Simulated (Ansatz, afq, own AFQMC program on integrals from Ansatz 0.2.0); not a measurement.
**AlCCl, triplet: AFQMC among the cluster methods**

```xyz
3

Al    0.0000    0.0000    1.8452
C     0.0000    0.0000   -0.0999
Cl    0.0000    0.0000   -1.7453
```

Connectivity, by distances: Al–C–Cl.

Basis cc-pVDZ. Only valence electrons are correlated. Ansatz 0.2.0 and our own AFQMC program on the same integrals; the CISD trial comes from CCSD amplitudes, and released means the phaseless constraint is let go. Free AFQMC starts from the CCSD state and is never constrained. Its projection time is finite, and what remains of the start isn't in its error. Error bars are statistical, one sigma.

Determinant: ROHF, the one that the program's search chose, which needn't be the lowest solution. The geometry is a PBE0/def2-TZVP stationary point of this or a neighbouring charge and spin state.

No full CI on the walks' own integrals is used here; CCSDT(Q) serves as the reference and is uncertain by about the last step of the cluster series.

Cautions: lower spins were not checked.

The T1 diagnostic is 0.0291 and the weight of the determinant in the CISD state is 0.830. The size of the correlated space is 14 electrons in 39 orbitals.

Reference: CCSDT(Q), correlation energy -8.768 eV. The released energy is read at 2.40 1/Eh (meV from the phaseless value at times in 1/Eh: 2 ± 17 at 0.24, -17 ± 20 at 0.51, -27 ± 17 at 0.99, -24 ± 21 at 1.62, -19 ± 26 at 2.40).

```tsv
level	E − E(reference) (meV)	share of correlation (%)
HF	8767.8	0.00
MP2	1320.8	84.94
CCSD	319.7	96.35
CCSD(T)	55.7	99.36
CCSDT	19.3	99.78
ph-AFQMC/HF	-33.2 ± 58.7	100.38
ph-AFQMC/CISD	21.9 ± 19.7	99.75
released AFQMC	2.8 ± 26.1	99.97
free AFQMC	19.7 ± 23.9	99.78
```

Free projections are given only where their last times agree within the noise and don't stop above the reference; a slow remainder of the start can still hide under it. A walk keeps the symmetry of its determinant, which the program's search chose and which needn't be the lowest solution, so a lower state of the same spin and another symmetry isn't excluded. Released energies are given only where the last usable release times agree within the noise; a slower fall can still hide under it.
